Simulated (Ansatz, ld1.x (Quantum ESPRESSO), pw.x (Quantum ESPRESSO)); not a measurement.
What a changed setting does to a pw.x run (sc Ca)

Potential: norm-conserving RRKJ (Kleinman–Bylander form), ld1.x (Quantum ESPRESSO) 7.5, LDA (PW92); core [Ar], reference 3d0 4s2 4p0; waves: 4p (bound, empty): rc 4.20 bohr; 3d (bound, empty): rc 3.25 bohr; 4s (bound): rc 2.70 bohr; local part: the s channel; core correction: Bessel-smoothed model core inside 2.55 bohr; rho0 0.02.

The reference run (k-mesh 10³, cutoffs 50/200 Ry, Fermi–Dirac 0.01 Ry, mixing_beta 0.4, conv_thr 1e-9, no spin) gives 0.05 GPa at 38.655 Å³/atom, where all-electron LAPW gives -0.08 GPa. This run, with its own iteration cap, changes ecutrho/ecutwfc to 6.

```
&control
  calculation='scf', prefix='x', pseudo_dir='./', outdir='./tmp', tstress=.true., disk_io='none'
/
&system
  ibrav=0, nat=1, ntyp=1, ecutwfc=50, ecutrho=300, nbnd=8,
  occupations='smearing', smearing='fd', degauss=0.01
/
&electrons
  conv_thr=1e-09, mixing_beta=0.4, electron_maxstep=60
/
ATOMIC_SPECIES
Ca 1.0 Ca.UPF
CELL_PARAMETERS angstrom
  3.38118208 0.00000000 0.00000000
  0.00000000 3.38118208 0.00000000
  0.00000000 0.00000000 3.38118208
ATOMIC_POSITIONS crystal
Ca 0.0000 0.0000 0.0000
K_POINTS automatic
10 10 10 0 0 0
```

```bash
pw.x < Ca.scf.in > Ca.scf.out
```

**Question.** How does the run end?

**Answer.** It converges in 6 iterations; the free energy moves by +0.0 meV/atom and the pressure by +0.00 GPa. The result is that of the reference run.

```
Message from routine setup:
     using ibrav=0 with symmetry is DISCOURAGED, use correct ibrav instead
     lattice parameter (alat)  =       6.3895  a.u.
     unit-cell volume          =     260.8569 (a.u.)^3
     number of electrons       =         2.00
     number of Kohn-Sham states=            8
     kinetic-energy cutoff     =      50.0000  Ry
     charge density cutoff     =     300.0000  Ry
     scf convergence threshold =      1.0E-09
     Exchange-correlation= PW
     number of k points=    56  Fermi-Dirac smearing, width (Ry)=  0.0100
     iteration #  1     ecut=    50.00 Ry     beta= 0.40
     total energy              =      -4.53350733 Ry
     estimated scf accuracy    <       0.00231130 Ry
     iteration #  2     ecut=    50.00 Ry     beta= 0.40
     total energy              =      -4.53365073 Ry
     estimated scf accuracy    <       0.00085906 Ry
     iteration #  3     ecut=    50.00 Ry     beta= 0.40
     total energy              =      -4.53366372 Ry
     estimated scf accuracy    <       0.00000397 Ry
     iteration #  4     ecut=    50.00 Ry     beta= 0.40
     c_bands:  1 eigenvalues not converged
     total energy              =      -4.53366551 Ry
     estimated scf accuracy    <       0.00000041 Ry
     iteration #  5     ecut=    50.00 Ry     beta= 0.40
     total energy              =      -4.53366555 Ry
     estimated scf accuracy    <          6.0E-09 Ry
     iteration #  6     ecut=    50.00 Ry     beta= 0.40
     the Fermi energy is     2.1352 ev
!    total energy              =      -4.53366555 Ry
     estimated scf accuracy    <          1.0E-10 Ry
     smearing contrib. (-TS)   =      -0.00433213 Ry
     The total energy is F=E-TS. E is the sum of the following terms:
     one-electron contribution =       1.26425685 Ry
     hartree contribution      =       0.00063743 Ry
     xc contribution           =      -4.01800491 Ry
     ewald contribution        =      -1.77622279 Ry
     convergence has been achieved in   6 iterations
          total   stress  (Ry/bohr**3)                   (kbar)     P=        0.49
     Message from routine punch:
     Nothing written, as per user request (disk_io='none')
```

The run took about 5.5 s on one core of a shared host (Neoverse-V1, 32 threads, 247 GiB, load 61).
